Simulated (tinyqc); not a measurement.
Starting guesses with DIIS over 6 matrices: SCF starting guesses in the sto-3g basis, for H2O, spin multiplicity 1. Computed by the program tinyqc with PySCF. RHF with one setting changed at a time; a run stops when the energy changes by less than 1e-09 hartree and the error matrix is below 1e-5. Starts: the lowest orbitals of the core Hamiltonian, of the Wolfsberg-Helmholz matrix (K = 1.75), projected atomic densities, random orbitals, and the highest orbitals of the core Hamiltonian (a deliberately bad start).

Geometry (angstrom):
```
atom       x        y       z
O     0.0000   0.0000  0.0000
H     0.0000   0.7160  0.5410
H     0.0000  -0.7160  0.5410
```

lowest restricted solution found by these runs and by PySCF = -74.943450 hartree

Largest element of the error matrix X^T (FDS - SDF) X:
```
iteration     core  Wolfsberg-Helmholz  atomic densities   random  highest core orbitals
1          7.6e-01             3.6e-01           1.5e+00  1.6e+01                3.8e-01
2          5.6e-02             9.8e-02           1.8e-01  7.0e-01                7.6e-01
3          1.7e-02             2.4e-02           1.8e-02  4.8e-02                7.1e-01
4          3.0e-03             3.5e-03           3.9e-03  2.2e-02                7.2e-01
5          4.7e-04             1.3e-04           2.4e-05  4.1e-03                6.0e-01
6          3.0e-05             4.7e-07           6.3e-06  4.2e-04                1.8e-01
8          2.0e-09                   -                 -  9.3e-06                7.3e-04
10               -                   -                 -        -                1.4e-06
```

How each run ends:
```
run                    iterations  E (hartree)         state
core                            8    -74.94345  lowest found
Wolfsberg-Helmholz              7    -74.94345  lowest found
atomic densities                6    -74.94345  lowest found
random                          9    -74.94345  lowest found
highest core orbitals          11    -74.94345  lowest found
```

What does the comparison show, and why?

5 of 5 runs reach the lowest restricted solution found, in 6 to 11 iterations (fastest: atomic densities). The first errors are 8e-01, 4e-01, 2e+00, 2e+01, 4e-01.
